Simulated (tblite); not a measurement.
Species: C2H5ClO2S.
Numbering: `[CH3:1][CH2:2][S:3](=[O:4])(=[O:5])[Cl:6]` (hydrogens: H7, H8, H9 on C1; H10, H11 on C2)

Structure used (GFN2-xTB), in Å, numbered top down from 1:
```xyz
11
C2H5ClO2S angstrom
C     -1.252    0.316   -0.283
C     -0.277   -0.398    0.613
S      1.349   -0.256   -0.157
O      1.284   -0.598   -1.539
O      2.351   -0.866    0.656
Cl     1.665    1.756   -0.059
H     -2.277    0.163    0.052
H     -1.153   -0.066   -1.296
H     -1.046    1.383   -0.294
H     -0.457   -1.467    0.677
H     -0.181    0.034    1.603
```

Method: GFN2-xTB as coded in tblite; computed harmonic values from a numerical Hessian at the method's own geometry, unscaled. Errors from tens to a few hundred cm⁻¹ against measured bands are possible. One conformer, not necessarily the lowest.

Harmonic wavenumbers (cm⁻¹): 86.1, 167.5, 186.8, 237.0, 269.1, 324.6, 366.7, 439.0, 503.5, 692.1, 778.0, 931.9, 983.9, 1104.4, 1132.5, 1192.5, 1196.7, 1291.6, 1397.7, 1421.3, 1471.7, 1482.0, 3019.6, 3038.4, 3040.1, 3054.1, 3056.9.

A = 2843, B = 2393, C = 1795 MHz; mass 127.970 u (most abundant isotopes); point group C1, symmetry number 1.

**Question.** What is the zero-point energy?

**Answer.** Half the sum of the wavenumbers: 16433 cm⁻¹ = 196.58 kJ/mol.

**Question.** Entropy at 298.15 K, 1 bar (ideal gas, RRHO, classical rotation)?

**Answer.** Translation 169.37, rotation 115.76, vibration 70.33: S = 355.5 J/(mol K).

**Question.** And Cp and H(298.15 K) − H(0)?

**Answer.** Cp = 112.17 J/(mol K), of which vibrations give 78.91 (their classical limit is 27 R = 224.5); H(298.15 K) − H(0) = 21.88 kJ/mol without the zero-point energy, 11.96 from vibrations.

**Question.** Which modes carry the vibrational entropy at 298.15 K?

**Answer.** 86.1 cm⁻¹: 15.68; 167.5 cm⁻¹: 10.31; 186.8 cm⁻¹: 9.45; 237.0 cm⁻¹: 7.64; 269.1 cm⁻¹: 6.70; 324.6 cm⁻¹: 5.38 J/(mol K); the other 21 give 15.17 together.

**Question.** Blend soft modes into free rotors: weight 1/[1 + (100 cm⁻¹/ν̃)⁴] for the oscillator and the rest for a rotor with moment μB/(μ + B), μ = h/(8π²ν), B = 10⁻⁴⁴ kg m². What vibrational entropy results?

**Answer.** 68.34 J/(mol K) in place of 70.33, which changes −T·S at 298.15 K by +0.59 kJ/mol.

Hindered rotation and anharmonicity are outside this model. Other conformers, if any are populated, would add a mixing term that is left out. The structure is chiral; the term R ln 2 for an equal mix with its mirror image is left out.

Time: 0.29 s of wall time. Hardware: an Intel Xeon 6975P-C with one thread, shared host with 192 logical CPUs at a one-minute load of 96. The figure is for the frequency step alone.
